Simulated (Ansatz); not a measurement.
# CAlP: the cost of one run

The runs use Ansatz 0.2.0, Gaussian basis; def2-TZVPP, core rule «outside noble gas», up to 11 orbitals frozen.

To be run: UHF; ROHF; CCSD(T) on UHF.

2 further runs of the same task are left out: 2 set aside as unsound or not needed.

## 1. The system

The geometry is a PBE0/def2-TZVP stationary point (not a proven minimum) of the parent state, kept for this charge and spin.

3 atoms, charge 0, spin multiplicity 5.

Atoms are counted from 1 here; the program's logs count them from 0.

Bond lengths: Al1–C2 1.848 Å, C2–P3 1.569 Å. Angles: Al1–C2–P3 180.0°.

## 2. UHF

The input, in.yaml:

```yaml
crystal:
  periodic: [false, false, false]
  atoms:
    - {symbol: Al, position_ang: [0.000000, 0.000000, 1.754767]}
    - {symbol: C, position_ang: [0.000000, 0.000000, -0.092933]}
    - {symbol: P, position_ang: [0.000000, 0.000000, -1.661833]}
basis:
  gaussian: {orbitals: def2-TZVPP}
magnetization: {spin_polarized: true, initial_magnetization: 4}
hamiltonian: {xc: hf}
output: {orbitals: {seedname: orbitals}}
```

On the command line:

```sh
ansatz run in.yaml --threads 1 --pin off --events-out ev --progress --plain --max-ram 2560MiB --backend cpu
```

What time and memory should one allow on 1 thread of AMD EPYC 7R13, shared host?

About 12 s, with a peak of 0.31 GiB.
